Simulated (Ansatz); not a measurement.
Compare A (`CC(C)CS`) with its isomer B (`CC(C)(C)S`).

Calculated with Ansatz (gas phase, PBE0-D4/def2-TZVP geometries, no zero-point term in ΔE). CCSD(T)/CBS adds triple-zeta CCSD(T) − MP2 to the extrapolated MP2 energy (def2 sets, frozen cores). DFT in def2-TZVPP. B3LYP here is the variant with VWN-RPA as its local correlation; programs differ in this. Each species was taken in one conformer, which may not be the lowest.

Q: Which isomer does CCSD(T)/CBS put lower? Give the gap. (Estimate.)

A: Computed: B, by 2.6 kcal/mol.

Q: Give E(B) − E(A) in kcal/mol with ωB97M-V, B2PLYP, CCSD/def2-TZVPP, CCSD(T)/def2-TZVPP, B3LYP-D4, B3LYP, PBE0-D4. (Best estimate.)

A: Ansatz gave: ωB97M-V -2.2, B2PLYP -1.8, CCSD/def2-TZVPP -2.1, CCSD(T)/def2-TZVPP -2.5, B3LYP-D4 -1.8, B3LYP -0.8, PBE0-D4 -1.7. None reverses the order clearly.

Largest T1 diagnostic: 0.009.

In def2-TZVPP, CCSD(T) changes the Hartree–Fock value by −1.9 kcal/mol (the triples alone add −0.4 kcal/mol) and MP2 by −2.8 kcal/mol. The D4 term adds −1.0 kcal/mol with B3LYP and −0.5 kcal/mol with PBE0; it sums over pairs of atoms, weighted by their polarisabilities, and B3LYP, whose exchange is more repulsive, gets the larger term.
